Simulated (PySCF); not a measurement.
Species: C4H7O (doublet state).
Numbering: `[CH3:1][CH:2][C:3]([CH3:4])=[O:5]` (hydrogens: H6, H7, H8 on C1; H9 on C2; H10, H11, H12 on C4)

Cartesian coordinates in Å at the GFN2-xTB level; atoms count from 1:
```
atom  x, y, z in Å
C1    -1.8933    0.3932   -0.0393
C2    -0.5892   -0.2670   -0.1873
C3     0.6223    0.3600    0.2303
C4     1.8879   -0.4442    0.0111
O5     0.6463    1.4810    0.7372
H6    -1.7617    1.3712    0.4185
H7    -2.5661   -0.2134    0.5728
H8    -2.3814    0.5034   -1.0113
H9    -0.5483   -1.2528   -0.6259
H10    2.7464    0.1152    0.3711
H11    1.8231   -1.3899    0.5451
H12    2.0152   -0.6575   -1.0484
```

The hyperfine couplings belong to this conformer and change with its torsions.

Method used: PySCF 2.14.0, UKS B3LYP, pcH-1 on C H O, non-relativistic, mean-field spin-orbit, GIAO. Isolated species at its GFN2-xTB geometry (one conformer only). The geometry wasn't refined by DFT: couplings that depend on bond lengths, twists or pyramidal angles can differ widely from those at the functional's own minimum. The SCF solution wasn't tested for stability.

(1) Break the g tensor into its mass correction, gauge correction and orbital-Zeeman/spin–orbit terms.

(2) At 9.655 GHz, how far is the centre of the isotropic spectrum from where a free electron (g = 2.002319) resonates?

(3) Average each term over the three axes. Which is largest in size?

(4) What are the electron Larmor frequencies g μB B/h along the three axes at 3350 mT?

(5) In a frozen sample, at which fields do the three g values resonate at 9.5, 34, 94 and 263 GHz (hyperfine left aside), and which band first spreads them over more than twice a line width of 0.5 mT?

Answers

(1) 
```csv
Δg (ppt),1,2,3
relativistic mass correction,-0.19,-0.19,-0.19
gauge correction,-0.01,0.04,0.03
orbital Zeeman/spin–orbit,-0.01,1.89,5.25
total,-0.20,1.75,5.09
```

So g = 2.00212, 2.00407, 2.00741 and g_iso = 2.00453; the tensor is rhombic: the two nearest values differ by 37 % of g3 − g1. Axes: g3 points within 10° of the C3–O5 bond.

(2) B = hν/(g μB) with μB/h = 13.99624 MHz/mT gives 344.51 mT for the free electron and 344.13 mT at g_iso, 0.38 mT lower.

(3) The orbital-Zeeman/spin–orbit term 2.38, the mass correction -0.19 and the gauge correction 0.02 ppt, for a total of 2.21 ppt. The orbital-Zeeman/spin–orbit term is the largest in size. The mass correction is the same along every axis, so the anisotropy comes from the other two: their spans along these axes are 0.05 (gauge) and 5.26 ppt (orbital Zeeman/spin–orbit).

(4) 93.8741, 93.9654, 94.1224 GHz for g1, g2 and g3, a range of 248.3 MHz.

(5) 
```json
{"band": "X", "GHz": "9.5", "B(g3) mT": "338.12", "B(g2) mT": "338.69", "B(g1) mT": "339.02", "spread mT": "0.89"}
{"band": "Q", "GHz": "34.0", "B(g3) mT": "1210.13", "B(g2) mT": "1212.15", "B(g1) mT": "1213.33", "spread mT": "3.20"}
{"band": "W", "GHz": "94.0", "B(g3) mT": "3345.64", "B(g2) mT": "3351.23", "B(g1) mT": "3354.49", "spread mT": "8.85"}
{"band": "J", "GHz": "263.0", "B(g3) mT": "9360.68", "B(g2) mT": "9376.32", "B(g1) mT": "9385.44", "spread mT": "24.76"}
```

The spread grows in proportion to the frequency. Q band is the first where it exceeds 1.0 mT.

Largest spin populations (Mulliken): C2 (+0.83), O5 (+0.29), C3 (-0.10) and C1 (-0.06). The angles at C2 add up to 360.0°, so it is planar; its axial dipolar tensor and the negative coupling of its proton fit spin in a p orbital normal to that plane.

The HOMO–LUMO gaps are 6.97 eV among the α and 3.62 eV among the β orbitals.
